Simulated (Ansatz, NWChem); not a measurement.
**C4H10O (SMILES CC(C)CO): the vertical ionisation energy from total energies**

C4H10O: 15 atoms, total charge 0, spin state singlet. As SMILES, `CC(C)CO`. The shape is that of a PBE0-D4/def2-TZVP optimisation. This is one conformer, not always the lowest.

```
atom    x (Å)    y (Å)    z (Å)
   C  -0.8944  -0.0931   1.1012
   C   0.3447   0.1234   0.2459
   C   1.1288  -1.1690   0.0788
   C  -0.0123   0.6873  -1.1224
   O  -0.6476   1.9463  -1.0783
   H  -1.4321   0.8409   1.2859
   H  -0.6312  -0.5070   2.0775
   H  -1.5824  -0.7964   0.6192
   H   0.9839   0.8636   0.7426
   H   2.0315  -1.0155  -0.5183
   H   0.5234  -1.9316  -0.4217
   H   1.4330  -1.5736   1.0468
   H   0.8998   0.8364  -1.7063
   H  -0.6292  -0.0459  -1.6661
   H  -1.5159   1.8341  -0.6848
```

Both states at this one shape; open shells run unrestricted unless said. 1 Eh = 27.2114 eV.

| level | program | singlet C4H10O (Eh) | doublet C4H10O+ (Eh) | HOMO of the first (eV) |
| --- | --- | --- | --- | --- |
| HF/STO-3G | Ansatz | -229.288297 | -229.036376 | -9.29 |
| HF/cc-pVDZ | Ansatz | -232.167239 | -231.828340 | -11.53 |
| M06-2X/cc-pVDZ | NWChem | -233.560723 | -233.188047 | -9.00 |
| wB97X/cc-pVDZ | Ansatz | -233.615722 | -233.244796 | -9.91 |

Work out the vertical ionisation energy at each level.


1. HF/STO-3G: -229.036376 − (-229.288297) = 0.251921 Eh = 6.86 eV; −ε(HOMO) = 9.29 eV.
2. HF/cc-pVDZ: -231.828340 − (-232.167239) = 0.338899 Eh = 9.22 eV; −ε(HOMO) = 11.53 eV.
3. M06-2X/cc-pVDZ: -233.188047 − (-233.560723) = 0.372676 Eh = 10.14 eV; −ε(HOMO) = 9.00 eV.
4. wB97X/cc-pVDZ: -233.244796 − (-233.615722) = 0.370926 Eh = 10.09 eV; −ε(HOMO) = 9.91 eV.

No measured value is set beside it here; the levels span 6.86 to 10.14 eV. In Hartree–Fock, −ε(HOMO) (Koopmans) exceeds the difference of totals by the orbital relaxation of the ion. Hartree–Fock favours the state with fewer electron pairs, since it lacks pair correlation. Minimal sets are far from the basis-set limit.
